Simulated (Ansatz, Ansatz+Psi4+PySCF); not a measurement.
```yaml
atoms:
  - { symbol: H, position_ang: [0.0000, 0.0000, -1.4444] }
  - { symbol: Cl, position_ang: [0.0000, 0.0000, 0.0850] }
```

Basis set: cc-pVTZ on H; cc-pV(T+d)Z on Cl (spherical functions). Frozen core: 5 orbitals. Charge 0, multiplicity 1.

Computed with Ansatz (development build ahead of 0.2.0); each method stands on the lowest determinant of its kind that the runs found. Restricted open shells among the atoms or ions are ROHF, correlated in semicanonical orbitals with singles.

Give the atomization energy at this shape (free ground-state atoms in the same class of orbitals less the molecule, no zero-point energy) of singlet HCl by RHF-CCSD(T), RHF-MP2.

```csv
method,atomization energy
RHF-CCSD(T),88.85 kcal/mol
RHF-MP2,87.54 kcal/mol
```

Caution: stretched shape with no unrestricted run beside it, a lower state can exist; the shape is not the minimum.
